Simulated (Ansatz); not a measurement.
Results of LDA in Ansatz (plane waves, PAW) for Sb₂O₃ (Pccn, No. 56).

Numerical settings: plane-wave cutoff 520 eV, 8×4×6 k mesh (along the axes of the cell as run), scalar-relativistic PAW data made under PBE.

Computed at the level's own relaxed cell.

Hill averages of the elastic tensor: K = 38.9 GPa, G = 32.1 GPa. Volume 15.535 Å³/atom, mean atomic mass 58.304 u.

Q: Work out the density, the sound velocities of a polycrystal and the elastic Debye temperature at this level.

A: ρ = 1.66054 × 58.304/15.535 = 6.232 g/cm³. v_l = √[(K + 4G/3)/ρ] = 3.621 km/s and v_t = √(G/ρ) = 2.270 km/s. The mean follows from 3/v_m³ = 1/v_l³ + 2/v_t³: v_m = 2.500 km/s. Θ_D = (ħ/k_B) v_m (6π²/V)^(1/3) = 76.38 K Å s/km × 2.500 × 1.5621 Å⁻¹ = 298 K, counting all atoms of the cell.

Note: the relaxation could not lower the start's symmetry, so the cell can be a saddle point above a distorted one; the volume lies 6 % below that of the published cell.

Ansatz is a first-principles code.
